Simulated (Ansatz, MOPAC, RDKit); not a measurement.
Molecule: difluoromethane, CH2F2, net charge 0, singlet state. SMILES: FCF

Atoms: C1, F2, F3, H4, H5. Bonds: C1-F2, C1-F3, C1-H4, C1-H5.

Bond lengths (Å) and angles (degrees) optimised at UFF with RDKit; AM1 with MOPAC; PM6 with MOPAC; HF/STO-3G with Ansatz (a first-principles code); B3LYP/LANL2DZ with Ansatz; B3LYP/6-31G* with Ansatz, each started from the B3LYP-D3(BJ)/def2-TZVP structure (Ansatz) of the last column. A row stands for all coordinates that are equal there. 6-31G* holds six Cartesian d functions. No wavenumbers were computed at UFF, HF/STO-3G, B3LYP/LANL2DZ, so these may be saddle points.

| coordinate | UFF | AM1 | PM6 | HF/STO-3G | B3LYP/LANL2DZ | B3LYP/6-31G* | B3LYP-D3(BJ)/def2-TZVP |
|---|---|---|---|---|---|---|---|
| C1-F2 | 1.382 | 1.373 | 1.357 | 1.377 | 1.418 | 1.361 | 1.362 |
| C1-H4 | 1.109 | 1.128 | 1.106 | 1.109 | 1.093 | 1.096 | 1.091 |
| F2-C1-F3 | 109.5 | 103.9 | 102.4 | 108.7 | 108.1 | 109.2 | 108.6 |
| F2-C1-H4 | 109.5 | 110.4 | 109.6 | 109.8 | 108.4 | 108.9 | 108.7 |
| H4-C1-H5 | 109.5 | 111.0 | 115.4 | 108.8 | 115.0 | 112.2 | 113.4 |

Mean signed difference of all 4 bond lengths from B3LYP-D3(BJ)/def2-TZVP: UFF 0.019 Å, AM1 0.023 Å, PM6 0.005 Å, HF/STO-3G 0.017 Å, B3LYP/LANL2DZ 0.029 Å, B3LYP/6-31G* 0.002 Å.
